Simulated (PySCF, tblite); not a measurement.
# CH₈Si₂: dynamics, then NMR shifts on frames

Aim: move CH₈Si₂ (`C[SiH2][SiH3]`) away from its starting geometry and see how NMR shifts follow the geometry.

The runs use tblite 0.8.0 and PySCF 2.14.0, with density-fitted response routines of our own; the level of theory stands in each step. All values are computed, except where a source is named. Atoms count from 0, in the outputs and in this text.

### Step 1. Starting geometry

11 atoms, charge 0, multiplicity 1; geometry from: GFN2-xTB.

Bonds of the start (Å): C0–Si1 1.90, Si1–Si2 2.31, C0–H3 1.09, C0–H4 1.09, C0–H5 1.09, Si1–H6 1.47, Si1–H7 1.47, Si2–H8 1.47, Si2–H9 1.47, Si2–H10 1.47.

### Step 2. Thermal motion with GFN2-xTB

What the job is given:

```
{"job": {"kind": "md", "xc": "GFN2-xTB", "basis": "xTB", "temperature": 200, "steps": 2000, "every": 50, "frames": 5}, "charge": 0, "multiplicity": 1}
C     -1.570871     0.705523     0.074019
Si    -0.368221    -0.761242     0.211327
Si     1.796124    -0.088347    -0.240758
H     -2.594396     0.407355     0.282019
H     -1.311053     1.493937     0.775122
H     -1.551857     1.136155    -0.923403
H     -0.521096    -1.324503     1.562577
H     -0.846031    -1.802625    -0.712572
H      1.942373     0.472435    -1.588170
H      2.268702     0.950401     0.680505
H      2.761752    -1.186417    -0.146629
```

Level: GFN2-xTB Langevin dynamics, gas phase.

Launch:

```
OMP_NUM_THREADS=1 python probes_run.py task.json out
```

One launch serves the whole session: the jobs run in the order shown.

Standard output:

```text
t/fs     T/K      E/eV
    0.0   175.5   -262.73740
   25.0   173.5   -262.57995
   50.0   128.0   -262.47932
   75.0   114.3   -262.45979
  100.0   178.2   -262.55461
  125.0   188.3   -262.54062
  150.0   228.5   -262.51796
  175.0   238.0   -262.50516
  200.0   159.2   -262.38914
  225.0   280.5   -262.52768
  250.0   213.1   -262.46744
  275.0   179.1   -262.52387
  300.0   253.1   -262.57998
  325.0   199.9   -262.47215
  350.0   178.8   -262.47534
  375.0   185.0   -262.52151
  400.0   303.8   -262.56295
  425.0   271.2   -262.49524
  450.0   207.0   -262.31251
  475.0   312.9   -262.46476
  500.0   347.9   -262.52906
  525.0   265.5   -262.38587
  550.0   179.0   -262.45917
  575.0   263.5   -262.46426
  600.0   186.0   -262.49061
  625.0   218.6   -262.46051
  650.0   243.8   -262.50037
  675.0   226.6   -262.55036
  700.0   201.3   -262.54216
  725.0   137.5   -262.50795
  750.0   195.1   -262.57191
  775.0   129.1   -262.45441
  800.0   246.6   -262.56251
  825.0   140.1   -262.43419
  850.0   287.4   -262.55218
  875.0   184.7   -262.40641
  900.0   223.7   -262.50763
  925.0   214.4   -262.54574
  950.0   219.5   -262.52781
  975.0   143.8   -262.43872
 1000.0   262.8   -262.52157
```

Run time: 12 s. Hardware: 1 thread of Intel Xeon Platinum 8259CL at 2.50GHz, shared host.

Distance from the start (root mean square after alignment): 0 fs 0.00 Å, 200 fs 0.35 Å, 400 fs 0.56 Å, 600 fs 0.65 Å, 800 fs 0.33 Å, 1000 fs 0.16 Å.

Positions (Å) and forces (eV/Å) at 1000 fs:

```xyz
11

C    -2.156   -0.069    0.034   -1.483    0.952    1.276
Si   -0.431   -0.545    0.591    0.511   -0.083    0.512
Si    0.579   -1.705   -1.113   -0.425   -0.020    0.144
H    -2.787    0.334    0.874    0.816   -0.053   -0.326
H    -2.200    0.740   -0.704    0.025   -0.715   -0.155
H    -2.744   -0.951   -0.194    0.199    0.007   -0.835
H     0.330    0.650    1.064   -0.297   -0.327   -0.032
H    -0.626   -1.510    1.720    0.094    0.418   -0.146
H    -0.175   -2.973   -1.160    0.176    0.079   -0.301
H     0.527   -0.967   -2.373    0.009   -0.161   -0.120
H     1.956   -2.044   -0.838    0.375   -0.097   -0.017
```

### Step 3. NMR shieldings: 250 fs, PBE0/pcSseg-1

What the job is given:

```
{"job": {"kind": "nmr", "xc": "PBE0", "basis": "pcSseg-1", "pop": false}, "charge": 0, "multiplicity": 1}
C     -2.000600    -0.293500     0.271700
Si    -0.272200    -1.166400     0.242800
Si     1.540100    -0.145600    -0.671300
H     -2.714100    -0.944800     0.695300
H     -1.926300     0.578300     0.905500
H     -2.285700     0.151300    -0.674900
H      0.014600    -1.250900     1.729300
H     -0.466600    -2.569200    -0.321500
H      1.630800     0.780400    -1.848800
H      2.092400     0.704700     0.397500
H      2.530600    -1.169400    -0.987500
```

Method: GIAO PBE0/pcSseg-1 NMR shielding, non-relativistic, gas phase.

Standard output:

```text
coarse grid: 9296 points
cycle   1  E = -621.5135004623  dE = -1.953e-01  |g| = 3.152e-01  |ddm| = 2.720e+00
cycle   2  E = -621.5039951592  dE =  9.505e-03  |g| = 3.608e-01  |ddm| = 5.499e-01
cycle   3  E = -621.5391895272  dE = -3.519e-02  |g| = 2.181e-02  |ddm| = 3.230e-01
cycle   4  E = -621.5393363065  dE = -1.468e-04  |g| = 5.535e-03  |ddm| = 3.594e-02
cycle   5  E = -621.5393463763  dE = -1.007e-05  |g| = 1.278e-03  |ddm| = 1.052e-02
cycle   6  E = -621.5393468543  dE = -4.780e-07  |g| = 2.096e-04  |ddm| = 1.918e-03
final grid: 78040 points
cycle   7  E = -621.5557315248  dE = -1.158e-05  |g| = 4.459e-03  |ddm| = 1.203e-02
cycle   8  E = -621.5557292175  dE =  2.307e-06  |g| = 5.238e-03  |ddm| = 7.292e-03
cycle   9  E = -621.5557363257  dE = -7.108e-06  |g| = 2.684e-04  |ddm| = 4.284e-03
cycle  10  E = -621.5557363412  dE = -1.548e-08  |g| = 5.263e-05  |ddm| = 3.436e-04
cycle  11  E = -621.5557363420  dE = -8.231e-10  |g| = 1.177e-05  |ddm| = 8.599e-05
converged SCF energy = -621.5557363420

GIAO shielding tensors (ppm)
atom      isotropic    diamagn.    paramagn.     s11        s22        s33       span
  0 C      196.707     253.993     -57.286    190.659    197.304    202.158     11.499
  1 Si     421.129     879.764    -458.635    385.647    423.822    453.918     68.271
  2 Si     470.918     880.130    -409.212    438.213    462.222    512.321     74.108
  3 H       31.959      30.134       1.824     26.727     29.069     40.080     13.353
  4 H       31.773      32.189      -0.416     27.186     29.234     38.898     11.713
  5 H       31.558      30.986       0.572     26.788     28.919     38.967     12.179
  6 H       26.954      29.006      -2.052     23.493     25.657     31.713      8.220
  7 H       26.979      28.245      -1.266     23.180     25.593     32.162      8.982
  8 H       27.736      28.481      -0.745     24.710     25.387     33.111      8.401
  9 H       28.194      29.346      -1.151     24.530     26.261     33.792      9.263
 10 H       28.422      28.915      -0.492     24.770     26.151     34.347      9.577
```

Wall time 7.1 s (1 thread of Intel Xeon Platinum 8259CL at 2.50GHz, shared host); peak memory 0.48 GiB.

Shifts follow as δ = σ(reference) − σ, with reference shieldings (ppm) from runs at the same level and on the same kind of geometry: ¹H TMS 31.72, ¹³C TMS 186.9, ²⁹Si TMS 349.2. The references are single molecules in the gas phase. Each atom is listed at this fixed geometry, with no averaging over motion; a spectrum would average atoms that exchange fast.

| atoms | environment | σ (ppm) | δ (ppm) |
| --- | --- | --- | --- |
| C0 | methyl carbon bonded to Si | 196.7 | -9.8 |
| H6 | hydrogen on a silicon bonded to C, Si | 26.95 | 4.76 |
| H7 | hydrogen on a silicon bonded to C, Si | 26.98 | 4.74 |
| H8 | hydrogen on a silicon bonded to Si | 27.74 | 3.98 |
| H9 | hydrogen on a silicon bonded to Si | 28.19 | 3.52 |
| H10 | hydrogen on a silicon bonded to Si | 28.42 | 3.29 |
| H5 | hydrogen on a methyl carbon bonded to Si | 31.56 | 0.16 |
| H4 | hydrogen on a methyl carbon bonded to Si | 31.77 | -0.06 |
| H3 | hydrogen on a methyl carbon bonded to Si | 31.96 | -0.24 |
| Si1 | silicon bonded to C, Si, 2 H | 421.1 | -72.0 |
| Si2 | silicon bonded to Si, 3 H | 470.9 | -121.8 |

### Step 4. NMR shieldings: 425 fs, PBE0/pcSseg-1

What the job is given:

```
{"job": {"kind": "nmr", "xc": "PBE0", "basis": "pcSseg-1", "pop": false}, "charge": 0, "multiplicity": 1}
C     -1.951600    -0.931100     0.392000
Si    -0.087100    -1.234700     0.451200
Si     1.369800    -0.212100    -1.004300
H     -2.470800    -1.497100     1.160000
H     -2.135000     0.132700     0.528300
H     -2.439000    -1.148700    -0.569400
H      0.115000    -0.746300     1.798800
H      0.375500    -2.683900     0.483700
H      0.635800     0.400400    -2.092600
H      2.363600     0.736700    -0.449400
H      2.066300    -1.265400    -1.790000
```

Method: GIAO PBE0/pcSseg-1 NMR shielding, non-relativistic, gas phase.

Standard output:

```text
coarse grid: 9296 points
cycle   1  E = -621.5180060501  dE = -1.832e-01  |g| = 2.982e-01  |ddm| = 2.731e+00
cycle   2  E = -621.5105285995  dE =  7.477e-03  |g| = 3.373e-01  |ddm| = 5.082e-01
cycle   3  E = -621.5410635194  dE = -3.053e-02  |g| = 2.327e-02  |ddm| = 2.961e-01
cycle   4  E = -621.5412276970  dE = -1.642e-04  |g| = 4.956e-03  |ddm| = 3.372e-02
cycle   5  E = -621.5412346334  dE = -6.936e-06  |g| = 1.471e-03  |ddm| = 8.950e-03
final grid: 78040 points
cycle   6  E = -621.5572723740  dE = -1.102e-05  |g| = 4.796e-03  |ddm| = 1.319e-02
cycle   7  E = -621.5572699717  dE =  2.402e-06  |g| = 5.545e-03  |ddm| = 8.696e-03
cycle   8  E = -621.5572781025  dE = -8.131e-06  |g| = 3.626e-04  |ddm| = 4.827e-03
cycle   9  E = -621.5572781338  dE = -3.125e-08  |g| = 6.219e-05  |ddm| = 4.373e-04
cycle  10  E = -621.5572781350  dE = -1.233e-09  |g| = 9.255e-06  |ddm| = 9.716e-05
cycle  11  E = -621.5572781350  dE = -3.240e-11  |g| = 1.690e-06  |ddm| = 1.538e-05
converged SCF energy = -621.5572781350

GIAO shielding tensors (ppm)
atom      isotropic    diamagn.    paramagn.     s11        s22        s33       span
  0 C      194.110     252.576     -58.466    190.247    192.590    199.492      9.245
  1 Si     437.989     880.216    -442.226    379.573    450.733    483.661    104.087
  2 Si     471.202     880.278    -409.076    452.198    463.988    497.419     45.220
  3 H       31.109      28.711       2.398     26.060     28.113     39.155     13.096
  4 H       31.451      31.699      -0.248     26.809     29.069     38.474     11.665
  5 H       31.188      29.700       1.488     26.507     28.357     38.701     12.194
  6 H       27.990      30.554      -2.563     23.948     26.798     33.225      9.277
  7 H       27.176      28.346      -1.170     23.068     25.845     32.615      9.547
  8 H       28.540      29.975      -1.434     25.152     26.789     33.681      8.529
  9 H       28.059      28.716      -0.657     24.626     25.586     33.966      9.340
 10 H       27.977      28.832      -0.855     24.627     25.870     33.434      8.807
```

Run time: 8.9 s. Hardware: 1 thread of Intel Xeon Platinum 8259CL at 2.50GHz, shared host; peak memory 0.49 GiB.

This run: δ C0 -7.2, Si1 -88.8, Si2 -122.0, H7 4.54, H10 3.74 ppm.

### Step 5. Shielding tensors: 625 fs, PBE0/pcSseg-1

What the job is given:

```
{"job": {"kind": "nmr", "xc": "PBE0", "basis": "pcSseg-1", "pop": false}, "charge": 0, "multiplicity": 1}
C     -1.534000    -1.046100     0.534800
Si     0.372800    -0.984500     0.827400
Si     1.416000    -0.802600    -1.191000
H     -2.109900    -1.259600     1.394000
H     -1.975400    -0.172700     0.021500
H     -1.817500    -1.849000    -0.188800
H      0.524000     0.288800     1.547700
H      0.645900    -2.125000     1.749300
H      0.527100    -1.169700    -2.375700
H      2.110600     0.464200    -1.678400
H      2.389900    -1.879900    -1.318700
```

Level: GIAO PBE0/pcSseg-1 NMR shielding, non-relativistic, gas phase.

Standard output:

```text
coarse grid: 9296 points
cycle   1  E = -621.5101837582  dE = -2.177e-01  |g| = 3.168e-01  |ddm| = 2.716e+00
cycle   2  E = -621.4989886878  dE =  1.120e-02  |g| = 3.711e-01  |ddm| = 5.660e-01
cycle   3  E = -621.5367592042  dE = -3.777e-02  |g| = 2.142e-02  |ddm| = 3.277e-01
cycle   4  E = -621.5368881202  dE = -1.289e-04  |g| = 5.876e-03  |ddm| = 3.122e-02
cycle   5  E = -621.5368978427  dE = -9.722e-06  |g| = 1.496e-03  |ddm| = 9.387e-03
final grid: 78040 points
cycle   6  E = -621.5533057513  dE = -9.913e-06  |g| = 4.950e-03  |ddm| = 1.200e-02
cycle   7  E = -621.5533032993  dE =  2.452e-06  |g| = 5.703e-03  |ddm| = 9.189e-03
cycle   8  E = -621.5533118680  dE = -8.569e-06  |g| = 4.096e-04  |ddm| = 4.944e-03
cycle   9  E = -621.5533119082  dE = -4.024e-08  |g| = 7.151e-05  |ddm| = 4.874e-04
cycle  10  E = -621.5533119099  dE = -1.657e-09  |g| = 1.198e-05  |ddm| = 1.104e-04
cycle  11  E = -621.5533119099  dE = -5.525e-11  |g| = 1.400e-06  |ddm| = 1.850e-05
converged SCF energy = -621.5533119099

GIAO shielding tensors (ppm)
atom      isotropic    diamagn.    paramagn.     s11        s22        s33       span
  0 C      192.530     251.391     -58.861    185.518    192.150    199.921     14.403
  1 Si     436.481     880.068    -443.587    405.078    431.020    473.344     68.266
  2 Si     468.465     879.238    -410.774    423.626    482.537    499.231     75.604
  3 H       32.105      30.360       1.745     26.925     28.723     40.668     13.742
  4 H       31.162      31.501      -0.338     26.828     28.229     38.429     11.601
  5 H       31.013      29.647       1.366     26.620     28.800     37.618     10.998
  6 H       27.611      29.744      -2.133     24.224     25.721     32.889      8.664
  7 H       27.402      28.503      -1.100     23.590     25.563     33.053      9.463
  8 H       27.583      28.281      -0.698     24.105     26.137     32.507      8.403
  9 H       27.377      27.573      -0.196     24.112     24.908     33.111      8.998
 10 H       28.310      28.301       0.009     24.921     25.906     34.102      9.181
```

Run time: 7.4 s. Hardware: 1 thread of Intel Xeon Platinum 8259CL at 2.50GHz, shared host; peak memory 0.5 GiB.

Key values: δ C0 -5.6, Si1 -87.3, Si2 -119.3, H9 4.34, H7 4.31 ppm.

### Step 6. Nuclear shieldings: 800 fs, PBE0/pcSseg-1

What the job is given:

```
{"job": {"kind": "nmr", "xc": "PBE0", "basis": "pcSseg-1", "pop": false}, "charge": 0, "multiplicity": 1}
C     -1.757000    -0.279500     0.519800
Si     0.070000    -0.588100     0.754400
Si     0.985800    -1.477000    -1.191400
H     -2.321900    -0.495000     1.445600
H     -1.997500     0.729600     0.249000
H     -2.219400    -0.937300    -0.258000
H      0.810700     0.726600     1.070900
H      0.233100    -1.448700     1.893900
H      0.559700    -2.807400    -1.669500
H      0.580900    -0.682900    -2.314400
H      2.451900    -1.567300    -1.098300
```

With the program's defaults for keys left out, this is: GIAO PBE0/pcSseg-1 NMR shielding, non-relativistic, gas phase.

Standard output:

```text
coarse grid: 9296 points
cycle   1  E = -621.5227797110  dE = -1.889e-01  |g| = 2.993e-01  |ddm| = 2.729e+00
cycle   2  E = -621.5161710444  dE =  6.609e-03  |g| = 3.335e-01  |ddm| = 4.882e-01
cycle   3  E = -621.5456528308  dE = -2.948e-02  |g| = 2.189e-02  |ddm| = 2.806e-01
cycle   4  E = -621.5457907801  dE = -1.379e-04  |g| = 5.835e-03  |ddm| = 3.300e-02
cycle   5  E = -621.5458003285  dE = -9.548e-06  |g| = 1.452e-03  |ddm| = 9.768e-03
final grid: 78040 points
cycle   6  E = -621.5614340535  dE = -1.024e-05  |g| = 4.753e-03  |ddm| = 1.165e-02
cycle   7  E = -621.5614317765  dE =  2.277e-06  |g| = 5.470e-03  |ddm| = 8.253e-03
cycle   8  E = -621.5614396179  dE = -7.841e-06  |g| = 3.218e-04  |ddm| = 4.628e-03
cycle   9  E = -621.5614396412  dE = -2.327e-08  |g| = 5.690e-05  |ddm| = 3.836e-04
cycle  10  E = -621.5614396422  dE = -9.883e-10  |g| = 1.059e-05  |ddm| = 8.931e-05
converged SCF energy = -621.5614396422

GIAO shielding tensors (ppm)
atom      isotropic    diamagn.    paramagn.     s11        s22        s33       span
  0 C      197.989     252.433     -54.444    193.810    197.930    202.227      8.417
  1 Si     427.006     880.201    -453.195    399.553    413.565    467.900     68.348
  2 Si     467.966     880.271    -412.305    440.918    454.203    508.778     67.860
  3 H       30.846      28.667       2.179     25.637     27.993     38.908     13.272
  4 H       31.716      31.470       0.246     26.921     28.655     39.572     12.651
  5 H       30.910      29.665       1.246     25.689     29.338     37.704     12.015
  6 H       26.862      28.592      -1.729     23.631     25.160     31.796      8.165
  7 H       28.052      29.803      -1.750     24.321     26.413     33.423      9.102
  8 H       28.163      28.844      -0.681     25.179     25.839     33.472      8.294
  9 H       28.783      30.213      -1.430     25.492     26.769     34.088      8.596
 10 H       28.329      28.777      -0.448     24.792     25.755     34.440      9.648
```

Wall time 8.1 s (1 thread of Intel Xeon Platinum 8259CL at 2.50GHz, shared host); peak memory 0.49 GiB.

Key values: δ C0 -11.1, Si1 -77.8, Si2 -118.8, H6 4.85, H7 3.66 ppm.

### Step 7. NMR shieldings: 1000 fs, PBE0/pcSseg-1

What the job is given:

```
{"job": {"kind": "nmr", "xc": "PBE0", "basis": "pcSseg-1", "pop": false}, "charge": 0, "multiplicity": 1}
C     -2.155700    -0.069000     0.034000
Si    -0.431100    -0.545200     0.591300
Si     0.579100    -1.704900    -1.112500
H     -2.787100     0.334200     0.874000
H     -2.199500     0.740100    -0.703800
H     -2.744100    -0.950900    -0.193900
H      0.329500     0.649900     1.063800
H     -0.626100    -1.510500     1.719600
H     -0.174800    -2.973000    -1.160300
H      0.526700    -0.966500    -2.373300
H      1.955600    -2.043600    -0.838000
```

With the program's defaults for keys left out, this is: GIAO PBE0/pcSseg-1 NMR shielding, non-relativistic, gas phase.

Standard output:

```text
coarse grid: 9296 points
cycle   1  E = -621.5245002700  dE = -1.855e-01  |g| = 2.954e-01  |ddm| = 2.729e+00
cycle   2  E = -621.5168270933  dE =  7.673e-03  |g| = 3.357e-01  |ddm| = 5.062e-01
cycle   3  E = -621.5468781197  dE = -3.005e-02  |g| = 2.102e-02  |ddm| = 2.921e-01
cycle   4  E = -621.5470041637  dE = -1.260e-04  |g| = 5.175e-03  |ddm| = 3.256e-02
cycle   5  E = -621.5470120019  dE = -7.838e-06  |g| = 1.157e-03  |ddm| = 8.893e-03
final grid: 78040 points
cycle   6  E = -621.5629718815  dE = -8.998e-06  |g| = 4.490e-03  |ddm| = 1.234e-02
cycle   7  E = -621.5629694783  dE =  2.403e-06  |g| = 5.328e-03  |ddm| = 8.230e-03
cycle   8  E = -621.5629769479  dE = -7.470e-06  |g| = 2.725e-04  |ddm| = 4.519e-03
cycle   9  E = -621.5629769635  dE = -1.562e-08  |g| = 5.325e-05  |ddm| = 3.449e-04
cycle  10  E = -621.5629769643  dE = -8.195e-10  |g| = 1.094e-05  |ddm| = 8.286e-05
converged SCF energy = -621.5629769643

GIAO shielding tensors (ppm)
atom      isotropic    diamagn.    paramagn.     s11        s22        s33       span
  0 C      195.647     251.002     -55.355    190.383    196.058    200.499     10.116
  1 Si     426.349     880.405    -454.056    402.317    416.761    459.968     57.650
  2 Si     464.752     880.692    -415.939    453.143    463.705    477.409     24.266
  3 H       30.401      28.397       2.005     25.778     27.145     38.281     12.503
  4 H       31.183      30.308       0.875     26.384     28.328     38.837     12.453
  5 H       31.492      29.609       1.883     26.557     29.270     38.648     12.091
  6 H       27.380      29.345      -1.965     23.921     25.460     32.760      8.839
  7 H       27.351      29.406      -2.055     24.062     25.559     32.432      8.370
  8 H       28.150      29.156      -1.006     24.971     26.223     33.255      8.284
  9 H       28.368      29.548      -1.180     25.095     26.345     33.664      8.569
 10 H       28.587      29.587      -1.000     25.337     25.934     34.490      9.153
```

It took 7.2 s on 1 thread of Intel Xeon Platinum 8259CL at 2.50GHz, shared host; peak memory 0.49 GiB.

This run: δ C0 -8.7, Si1 -77.2, Si2 -115.6, H7 4.37, H6 4.34 ppm.

### Step 8. Side by side: NMR shifts

Shifts (ppm) of some atoms, chosen among heavy atoms and hydrogens apart, with basis size and wall time:

| frame | C0 | H6 | H7 | H9 | H3 | Si1 | Si2 | functions | time |
| --- | --- | --- | --- | --- | --- | --- | --- | --- | --- |
| 250 fs | -9.8 | 4.76 | 4.74 | 3.52 | -0.24 | -72.0 | -121.8 | 105 | 7.1 s |
| 425 fs | -7.2 | 3.73 | 4.54 | 3.66 | 0.61 | -88.8 | -122.0 | 105 | 8.9 s |
| 625 fs | -5.6 | 4.11 | 4.31 | 4.34 | -0.39 | -87.3 | -119.3 | 105 | 7.4 s |
| 800 fs | -11.1 | 4.85 | 3.66 | 2.93 | 0.87 | -77.8 | -118.8 | 105 | 8.1 s |
| 1000 fs | -8.7 | 4.34 | 4.37 | 3.35 | 1.32 | -77.2 | -115.6 | 105 | 7.2 s |

### Step 9. What came out

```
                                       quantity                                                 value
                                     thermostat                                                 200 K
                  mean temperature, second half                                                 215 K
        mean potential energy above the minimum                                               0.24 eV
 ¹³C shifts against TMS (PBE0/pcSseg-1, 250 fs)                                              -9.8 ppm
  ¹H shifts against TMS (PBE0/pcSseg-1, 250 fs)  4.76, 4.74, 3.98, 3.52, 3.29, 0.16, -0.06, -0.24 ppm
²⁹Si shifts against TMS (PBE0/pcSseg-1, 250 fs)                                     -72.0, -121.8 ppm
                      range of the shift of Si1                                    -88.8 to -72.0 ppm
```

What this shows: In the second half the potential energy averages 0.24 eV above the minimum; equipartition over 27 harmonic modes at 200 K would give 0.23 eV. With 11 atoms the temperature swings widely (114 to 348 K). Shifts at one fixed geometry are not the observed spectrum, which averages over the motion. In the first frame run (250 fs): The largest span, 74 ppm, is at Si2, where the paramagnetic term is -409 ppm. In ppm, Si1 moves most: its shift spreads over 16.9 ppm, from -88.8 (425 fs) to -72.0 (250 fs).
